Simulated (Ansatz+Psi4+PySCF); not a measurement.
**doublet CH₃S: levels of theory in one basis**

```xyz
5

C     0.0233    1.1066    0.0128
S     0.0036   -0.7213   -0.0043
H     1.0672    1.4091   -0.0025
H    -0.4799    1.4787    0.8991
H    -0.4797    1.5011   -0.8661
```

Basis set: cc-pVTZ on H, C; cc-pV(T+d)Z on S (spherical functions). Correlated methods keep 6 orbitals frozen. Correlation on ROHF uses semicanonical orbitals with singles. Charge 0, multiplicity 2.

Computed with Ansatz (development build ahead of 0.2.0) and Psi4 1.11; each method stands on the lowest determinant of its kind that the runs found.

```
  method  E − E(ROHF) (eV)  <S²> of the determinant
    ROHF              0.00                     0.75
     UHF             -0.16                     0.76
ROHF-MP2             -9.03                        –
 UHF-MP2             -9.00                     0.76
```
